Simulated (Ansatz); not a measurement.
A made-up structure of MgSiH4S, singlet:

```json
{"atom": "Si1", "x (Å)": "-1.2211", "y (Å)": "0.7392", "z (Å)": "-0.5609"}
{"atom": "Mg2", "x (Å)": "0.6869", "y (Å)": "-0.4755", "z (Å)": "0.6505"}
{"atom": "S3", "x (Å)": "2.3810", "y (Å)": "-1.5549", "z (Å)": "1.7655"}
{"atom": "H4", "x (Å)": "-2.2214", "y (Å)": "-0.2038", "z (Å)": "-1.1443"}
{"atom": "H5", "x (Å)": "1.3370", "y (Å)": "1.0140", "z (Å)": "1.2138"}
{"atom": "H6", "x (Å)": "-1.9811", "y (Å)": "1.6513", "z (Å)": "0.3452"}
{"atom": "H7", "x (Å)": "3.0876", "y (Å)": "-1.7397", "z (Å)": "0.6358"}
```

It is relaxed with PBE-D4/def2-SVP and then PBE0-D4/def2-TZVP (Ansatz 0.2.0). Atoms count as bonded within 1.22 times the sum of their covalent radii (H–H: 0.88 Å). The end point is not checked to be a true minimum.

Problem. Does its bonding change? (Judge from chemistry; the calculation decides.)

Solution. The calculation gives: Yes. Formed: Si1–H5; broken: Mg2–H5.

Where it ends: The first stage lowers the energy by 3.64 eV in 22 steps. It ends as MgSiH₄S ([SiH3][Mg][SH]):
Si1  (-0.994, 0.734, 0.254)
Mg2  (1.115, -0.614, 0.815)
S3  (2.994, -1.815, 1.367)
H4  (-2.084, -0.115, -0.313)
H5  (-1.570, 1.410, 1.455)
H6  (-0.736, 1.810, -0.749)
H7  (3.345, -1.979, 0.078)
(Å)

Labels in which every atom is bracketed show which atoms are joined, not bond orders.

For scale, one of the runs: PBE0-D4/def2-TZVP relaxation, 130 basis functions, launched by `ansatz run in.yaml --threads 2 --pin off --events-out ev --progress --plain --max-ram 4352MiB`. Hardware: 2 CPU threads of an AMD EPYC 9R45, shared host. Wall time about 5.5 s.
